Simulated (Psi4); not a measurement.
# One shape, several levels: quartet CH5OSi

We compute a comparison of 3 runs (UHF/3-21G, UB3LYP/6-31G*, UHSE06/6-311+G**) of quartet CH5OSi. 

The results are computed with Psi4 1.11.

1 further run of the same task is left out (set aside as unsound or not needed).

### Step 1. The structure to begin with

The species is CH5OSi (8 atoms), meant as a quartet with charge 0. As SMILES of the parent species, `[CH2]O[SiH3]`. The shape is that of a GFN2-xTB optimisation. This is one conformer, not always the lowest. That shape belongs to the parent species and isn't relaxed for this state.

Bond lengths: C1–O2 1.332 Å, O2–Si3 1.623 Å, C1–H4 1.072 Å, C1–H5 1.073 Å, Si3–H6 1.463 Å, Si3–H7 1.461 Å, Si3–H8 1.461 Å. Angles: C1–O2–Si3 139.9°, O2–C1–H4 116.8°, O2–C1–H5 120.2°, O2–Si3–H6 111.7°, O2–Si3–H7 104.7°, O2–Si3–H8 104.9°, H4–C1–H5 122.5°, H6–Si3–H7 111.2°, H6–Si3–H8 111.3°, H7–Si3–H8 112.7°.

### Step 2. The energy at UHF/3-21G (run 1)

The input, input.dat:

```
memory 1.6 GB

molecule molecule1 {
  0 4
  C     -1.09966943     1.56125393    -2.29548812
  O     -0.02352709    -0.38777180    -1.11945486
  Si     0.80199977    -1.26194021     1.70213301
  H     -1.21560412     1.45779142    -4.31571873
  H     -1.58251335     3.23645834    -1.26158116
  H      0.20416601     0.66934099     3.58794740
  H      3.52583211    -1.68667505     1.53651741
  H     -0.61066500    -3.58847653     2.16564504
  units au
  symmetry c1
}

set basis 3-21G
set reference uhf
set puream true
set e_convergence 1e-09
set d_convergence 1e-08
set scf_type pk
set maxiter 200

energy('hf')
```

The run is started by

```sh
$ psi4 input.dat output.dat -n 1
```

output.dat:

```text
[...]
  Running in c1 symmetry.
[...]
  Nuclear repulsion =  110.796601423449161
[...]
  Multiplicity = 4
[...]
  Nalpha       = 18
  Nbeta        = 15
[...]
    Number of basis functions: 41
[...]
   @UHF iter   1:  -401.98570948656260   -4.50169e-01   5.48210e-03 DIIS/ADIIS
[...]
   @UHF iter  22:  -402.06937923015187   -3.80851e-12   9.42719e-09 DIIS
[...]
   @S^2 Observed:                3.768258485E+00
[...]
    Orbital Energies [Eh]
    ---------------------
    Alpha Occupied:
       1A    -68.288595     2A    -20.678229     3A    -11.300867
       4A     -6.100314     5A     -4.201558     6A     -4.194489
       7A     -4.194173     8A     -1.599481     9A     -1.054603
      10A     -0.885599    11A     -0.814413    12A     -0.784603
      13A     -0.670028    14A     -0.634387    15A     -0.470182
      16A     -0.463798    17A     -0.413073    18A     -0.099677
    Alpha Virtual:
      19A      0.210818    20A      0.227576    21A      0.243647
      22A      0.282927    23A      0.314633    24A      0.372138
      25A      0.451030    26A      0.497904    27A      0.507106
[...]
  @UHF Final Energy:  -402.06937923015187
   => Energetics <=
    Nuclear Repulsion Energy =            110.7966014234491610
    One-Electron Energy =                -774.0151940565294808
    Two-Electron Energy =                 261.1492134029284671
    Total Energy =                       -402.0693792301518670
  UHF NO Occupations:
  HONO-2 :   16  A 1.0000000
  HONO-1 :   17  A 1.0000000
[...]
 Multipole Moments:
 ------------------------------------------------------------------------------------
     Multipole            Electronic (a.u.)      Nuclear  (a.u.)        Total (a.u.)
 ------------------------------------------------------------------------------------
 L = 1.  Multiply by 2.5417464519 to convert [e a0] to [Debye]
 Dipole X            :         -0.5716945           -0.2071559           -0.7788504
 Dipole Y            :          0.2889877            0.9557710            1.2447587
 Dipole Z            :         -2.4859388            0.7072328           -1.7787060
 Magnitude           :                                                    2.3064751
[...]
```

Wall time 2.4 s (1 thread of Intel Xeon Platinum 8259CL at 2.50GHz (Skylake/Cascade Lake), shared host); peak memory 0.18 GiB.

### Step 3. Energy and forces at UB3LYP/6-31G(d) (spherical functions) (run 2)

The input, calc.in:

```
memory 1.6 GB

molecule m {
  0 4
  C     -0.581920     0.826180    -1.214720
  O     -0.012450    -0.205200    -0.592390
  Si     0.424400    -0.667790     0.900730
  H     -0.643270     0.771430    -2.283780
  H     -0.837430     1.712660    -0.667600
  H      0.108040     0.354200     1.898660
  H      1.865790    -0.892550     0.813090
  H     -0.323150    -1.898940     1.146010
  units angstrom
  symmetry c1
}

set globals {
  reference uks
  puream true
  e_convergence 1e-09
  d_convergence 1e-08
  scf_type pk
  dft_radial_points 99
  dft_spherical_points 590
  maxiter 200
}

result, w = gradient('b3lyp/6-31G*', return_wfn=True)
oeprop(w, 'LOWDIN_CHARGES', 'MAYER_INDICES', 'WIBERG_LOWDIN_INDICES')
```

The run is started by

```sh
$ psi4 -i calc.in -o calc.out -n 1
```

calc.out (excerpt; [...] marks lines left out):

```text
[...]
  Running in c1 symmetry.
[...]
  Nuclear repulsion =  110.796601396130228
[...]
  Multiplicity = 4
[...]
  Nalpha       = 18
  Nbeta        = 15
[...]
    Number of basis functions: 56
[...]
   @UKS iter   1:  -405.34322577294733   -5.14217e-02   9.60545e-03 ADIIS/DIIS
[...]
   @UKS iter  18:  -405.49661069002798   -1.75646e-11   6.86775e-09 DIIS
[...]
   @S^2 Observed:                3.758474632E+00
[...]
  @UKS Final Energy:  -405.49661069002798
   => Energetics <=
    Nuclear Repulsion Energy =            110.7966013961302281
    One-Electron Energy =                -777.6210592608823617
    Two-Electron Energy =                 290.9992610359487912
    DFT Exchange-Correlation Energy =     -29.6714138612246288
    Empirical Dispersion Energy =           0.0000000000000000
    VV10 Nonlocal Energy =                  0.0000000000000000
    Total Energy =                       -405.4966106900279783
[...]
 Multipole Moments:
 ------------------------------------------------------------------------------------
     Multipole            Electronic (a.u.)      Nuclear  (a.u.)        Total (a.u.)
 ------------------------------------------------------------------------------------
 L = 1.  Multiply by 2.5417464519 to convert [e a0] to [Debye]
 Dipole X            :         -0.3197864           -0.2071559           -0.5269422
 Dipole Y            :          0.0572110            0.9557711            1.0129821
 Dipole Z            :         -1.4911073            0.7072328           -0.7838745
 Magnitude           :                                                    1.3850126
[...]
  -Total Gradient:
     Atom            X                  Y                   Z
    ------   -----------------  -----------------  -----------------
       1        0.006816091827     0.003268372520     0.027136785089
       2        0.023790940572    -0.037198712769     0.050863342897
       3       -0.039900951345     0.064624944346    -0.068380137049
       4        0.000488296253    -0.001182962497     0.009010074999
       5       -0.000564131500    -0.005585454002    -0.009067832415
       6        0.007350428533    -0.020304135912    -0.012393364219
       7       -0.011681361984    -0.007582301040     0.003207718297
       8        0.013707048967     0.003953582473    -0.000369422254
[...]
```

It took 37 s on 1 thread of Intel Xeon Platinum 8259CL at 2.50GHz (Skylake/Cascade Lake), shared host; peak memory 0.89 GiB.

### Step 4. Energy and gradient at UHSE06/6-311+G(d,p) (run 3)

Changes to input.dat since step 2:

```diff
@@ -1,4 +1,4 @@
-memory 1.6 GB
+memory 1600 MB
 
-molecule molecule1 {
+molecule geom {
   0 4
@@ -12,8 +12,9 @@
   H     -0.61066500    -3.58847653     2.16564504
-  units au
+  units bohr
   symmetry c1
+  no_reorient
+  no_com
 }
 
-set basis 3-21G
-set reference uhf
+set reference uks
 set puream true
@@ -22,4 +23,7 @@
 set scf_type pk
+set dft_radial_points 99
+set dft_spherical_points 590
 set maxiter 200
 
-energy('hf')
+E, wfn = gradient("hse06/6-311+G**", return_wfn=True)
+oeprop(wfn, "QUADRUPOLE", "MAYER_INDICES", "MULLIKEN_CHARGES")
```

The run is started by

```sh
$ psi4 input.dat output.dat -n 1
```

output.dat (excerpt; [...] marks lines left out):

```text
[...]
  Running in c1 symmetry.
[...]
  Nuclear repulsion =  110.796601423449161
[...]
  Multiplicity = 4
[...]
  Nalpha       = 18
  Nbeta        = 15
[...]
    Number of basis functions: 104
[...]
   @UKS iter   1:  -405.07239591177745    1.59511e-02   6.99592e-03 DIIS/ADIIS
[...]
   @UKS iter  20:  -405.32311645425017   -1.54046e-11   3.23734e-09 DIIS
[...]
   @S^2 Observed:                3.760498595E+00
[...]
  @UKS Final Energy:  -405.32311645425017
   => Energetics <=
    Nuclear Repulsion Energy =            110.7966014234491610
    One-Electron Energy =                -777.3340769160566879
    Two-Electron Energy =                 289.3429090744552923
    DFT Exchange-Correlation Energy =     -28.1285500360979164
    Empirical Dispersion Energy =           0.0000000000000000
    VV10 Nonlocal Energy =                  0.0000000000000000
    Total Energy =                       -405.3231164542501688
[...]
  -Total Gradient:
     Atom            X                  Y                   Z
    ------   -----------------  -----------------  -----------------
       1        0.002697666077     0.008361789066     0.021931954288
       2        0.023077629551    -0.039640419594     0.036895039297
       3       -0.035508649817     0.063589135850    -0.046483409227
       4        0.000286795532    -0.000405639963     0.008211304708
       5       -0.000079133879    -0.005397506343    -0.008151090233
       6        0.008397219591    -0.023441991701    -0.013434836806
       7       -0.013320522513    -0.007833256250     0.002436887896
       8        0.014453610376     0.004761941084    -0.001410952307
[...]
 Multipole Moments:
 ------------------------------------------------------------------------------------
     Multipole            Electronic (a.u.)      Nuclear  (a.u.)        Total (a.u.)
[...]
  Mulliken Charges: (a.u.)
   Center  Symbol    Alpha    Beta     Spin     Total
       1     C     3.68965  2.60234  1.08731 -0.29199
       2     O     3.78013  3.77982  0.00031  0.44005
       3    SI     8.03217  6.52401  1.50816 -0.55618
       4     H     0.39778  0.41632 -0.01854  0.18591
       5     H     0.40089  0.38937  0.01152  0.20974
       6     H     0.62579  0.29028  0.33551  0.08393
       7     H     0.53801  0.49684  0.04118 -0.03485
       8     H     0.53558  0.50102  0.03456 -0.03660
   Total alpha = 18.00000, Total beta = 15.00000, Total charge = -0.00000
[...]
```

Run time: 2.6 min. Hardware: 1 thread of Intel Xeon Platinum 8259CL at 2.50GHz (Skylake/Cascade Lake), shared host; peak memory 0.79 GiB.

### Step 5. The series

| run | level | task | integration grid | energy (Eh) | dipole moment (D) | HOMO energy (eV) | ⟨S²⟩ | wall time |
| --- | --- | --- | --- | --- | --- | --- | --- | --- |
| 1 | UHF/3-21G | energy | – | -402.069379 | 5.86 | -2.71 | 3.768 | 2.4 s |
| 2 | UB3LYP/6-31G* (spherical functions) | gradient | 99 radial × 590 angular | -405.496611 | 3.52 | -1.42 | 3.758 | 37 s |
| 3 | UHSE06/6-311+G** | gradient | 99 radial × 590 angular | -405.323116 | 2.90 | -2.00 | 3.760 | 2.6 min |

### Step 6. Results

| quantity | value |
| --- | --- |
| run 3: total energy | -405.32312 Eh |
| run 3: dipole moment | 2.90 D |
| run 3: HOMO energy (highest over α and β) | -2.00 eV |
| run 3: ⟨S²⟩ | 3.760 |
| run 3: largest force on an atom | 4.443 eV/Å |

In words: The dipole moment (its size) runs from 2.90 D (UHSE06/6-311+G**) to 5.86 D (UHF/3-21G). The two ends differ in method and basis. Totals of different functionals can't be ranked against each other. All runs together took 3.2 min, the longest 2.6 min.
